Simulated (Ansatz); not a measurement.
# OP: the cost of one run

Program: the Python package of Ansatz 0.2.0. Level of theory: PBE0/def2-SVP. These are calculated values, not measurements.

### Step 1. Starting point

Bond lengths: P1–O2 1.665 Å.

The script holds or builds the structure itself.

### Step 2. The code

File op_states.py:

```python
'''Does a wider search find a lower mean-field state of OP?'''

import ansatz as az
from ase import Atoms
import numpy as np

atoms = Atoms(['P', 'O'], positions=[
    [0.0, 0.0, 0.0],
    [0.0, 0.0, 1.665],
])
molecule = az.Crystal.molecule_from_ase(atoms)
symbols = [site.symbol for site in molecule.cartesian_sites]

start = np.array([site.position_ang for site in molecule.cartesian_sites])
for factor in [1.0, 1.25, 1.6]:
    xyz = (start - start.mean(axis=0)) * factor
    scaled = az.Crystal.molecule()
    for symbol, place in zip(symbols, xyz):
        scaled = scaled.atom(symbol, place.tolist())
    base = scaled.calculation().basis(gaussian='def2-SVP').functional('PBE0').spin('collinear', total=1)
    for search in ('off', 'standard'):
        try:
            summary = base.scf(lower_state_search=search).run().report
        except az.AnsatzError as error:
            print(f'x{factor} search {search}: {type(error).__name__}')
            continue
        state = summary['mean_field']['state']
        print(f'all distances x{factor}, search {search:8s} E = {summary["free_energy_ev"]:.5f} eV  <S^2> = {abs(state["spin_squared"]):.3f}  other states met: {len(summary["mean_field"]["others"])}')
```

### Step 3. What the engine is handed

The engine receives this input (first run):

```yaml
crystal:
  periodic: [false, false, false]
  atoms:
    - { symbol: P, position_ang: [0.0, 0.0, -0.8325] }
    - { symbol: O, position_ang: [0.0, 0.0, 0.8325] }
basis:
  gaussian:
    orbitals: def2-SVP
hamiltonian:
  xc: pbe0
magnetization:
  spin_polarized: true
  initial_magnetization: 1.0
scf:
  lower_state_search: "off"
```

### Step 4. Running it

Run with:

```sh
$ python op_states.py
```

**Question.** How long does this script take on 1 thread of Arm Neoverse V1, shared host, and how much memory does it need?

About 8.2 s, with a peak of 0.16 GiB.
